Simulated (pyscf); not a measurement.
PySCF, gas phase, ωB97X-D3(BJ)/def2-SVP geometries. Correlated levels are frozen-core, on RHF or UHF. ΔMP2 is the change of the MP2 total energy from the triple- to the quadruple-zeta basis.

SMILES: [PH]=[In][PH2]
```xyz
6

P     -2.6864     0.9327     2.0631
In    -1.0356     0.2593     0.6180
P      0.7983    -0.4352    -0.8732
H     -3.6064     0.4414     1.0726
H      0.2059    -1.7130    -1.0944
H      0.1762     0.1665    -2.0061
```
Charge 0, spin multiplicity 1.

**Question.** How much does it cost (ΔH, 298 K, CCSD(T)/def2-TZVPP + ΔMP2(QZVPP)) to split HP=In–PH₂ (SMILES [PH]=[In][PH2]) at its In–P bond into [HP=In]• + PH₂•?

**Answer.** In–P to [HP=In]• + PH₂•: 44.0 kcal/mol. The radicals are drawn with the spin at the cut bond; how far it spreads was not checked. The CCSD(T) − MP2 part came from Ansatz, without density fitting, on the same reference. The frozen core leaves the outer d or s,p core shells of the metals and heavy elements correlated in the MP2 and CC values, and def2-TZVPP describes them poorly, which can shift differences by a few kcal/mol. Elements past Kr carry the def2 core potentials, without spin-orbit coupling.
